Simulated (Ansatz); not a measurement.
# C2H4S: the cost of one run

All numbers below are computed with Ansatz 0.2.0 (RKS PBE0/def2-SVP).

## (1) The structure to begin with

Bond lengths: C1–C2 1.280 Å, C2–S3 1.709 Å, C1–H4 1.030 Å, C1–H5 1.143 Å, C2–H6 1.103 Å, S3–H7 1.401 Å. Angles: C1–C2–S3 119.2°, C1–C2–H6 121.1°, S3–C2–H6 119.7°, C2–C1–H4 124.9°, C2–C1–H5 120.8°, H4–C1–H5 114.3°, C2–S3–H7 98.3°.

As a file:

```xyz
7

C    -0.9138    0.2803   -0.5067
C     0.2245    0.1695    0.0678
S     0.7292   -1.3638    0.6291
H    -1.5722   -0.4953   -0.6649
H    -1.2795    1.2923   -0.8913
H     0.8872    1.0420    0.1938
H     1.9858   -0.9929    1.1264
```

## (2) End point A

Input file input.yaml:

```yaml
crystal:
  periodic: [false, false, false]
  atoms:
    - { symbol: C, position_ang: [-0.9138, 0.2803, -0.5067] }
    - { symbol: C, position_ang: [0.2245, 0.1695, 0.0678] }
    - { symbol: S, position_ang: [0.7292, -1.3638, 0.6291] }
    - { symbol: H, position_ang: [-1.5722, -0.4953, -0.6649] }
    - { symbol: H, position_ang: [-1.2795, 1.2923, -0.8913] }
    - { symbol: H, position_ang: [0.8872, 1.042, 0.1938] }
    - { symbol: H, position_ang: [1.9858, -0.9929, 1.1264] }
basis:
  gaussian: { orbitals: def2-SVP }
hamiltonian:
  xc: pbe0
relax:
  f_tol: 0.015
  max_steps: 40
```

Started as:

```bash
$ ansatz run input.yaml --threads 1 --pin off --max-ram 2048MiB --backend cpu --events-out ev --progress --plain --runs-dir out
```

What time and memory should one allow on 1 thread of Arm Neoverse N1, shared host?

About 20 s, with a peak of 0.14 GiB.
